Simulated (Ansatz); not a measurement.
Two isomers of C3H9N: A = `CN(C)C`, B = `CCNC`.

Isolated molecules relaxed with PBE0-D4/def2-TZVP in Ansatz; ΔE leaves out vibrations. CCSD(T)/CBS adds triple-zeta CCSD(T) − MP2 to the extrapolated MP2 energy (def2 sets, frozen cores). Functionals use def2-TZVPP. B3LYP here is the variant with VWN-RPA as its local correlation; programs differ in this. Each species was taken in one conformer, which may not be the lowest.

Task: Which is lower in electronic energy at CCSD(T)/CBS, and by how much? (Best estimate.)

Result: The calculation gave: B, by 5.5 kcal/mol.

Task: Give E(B) − E(A) in kcal/mol with LDA (SPW92), PBE0-D4, B3LYP-D4, ωB97M-V, MP2/def2-TZVPP, B2PLYP, CCSD(T)/def2-TZVPP. (Estimate.)

Result: Ansatz gave: LDA (SPW92) -4.3, PBE0-D4 -5.6, B3LYP-D4 -5.1, ωB97M-V -5.5, MP2/def2-TZVPP -5.0, B2PLYP -5.4, CCSD(T)/def2-TZVPP -5.2. None reverses the order clearly.

Task: Does the order hold for the free energy at 298.15 K (harmonic terms from PBE0-D4)? (Best estimate.)

Result: The calculation gave: Yes: G(B) − G(A) = -6.0 kcal/mol, for one conformer each.

Largest T1 diagnostic: 0.009.

Leaving LDA and LC-ωPBE aside and taking each functional with its dispersion term where it has one, the values, not all of them listed here, spread over 1.0 kcal/mol, from PBE-QIDH to BLYP-D4. LDA lies +1.3 kcal/mol from PBE without D4. In def2-TZVPP, CCSD(T) changes the Hartree–Fock value by +1.1 kcal/mol (the triples alone add +0.3 kcal/mol) and MP2 by +1.3 kcal/mol.
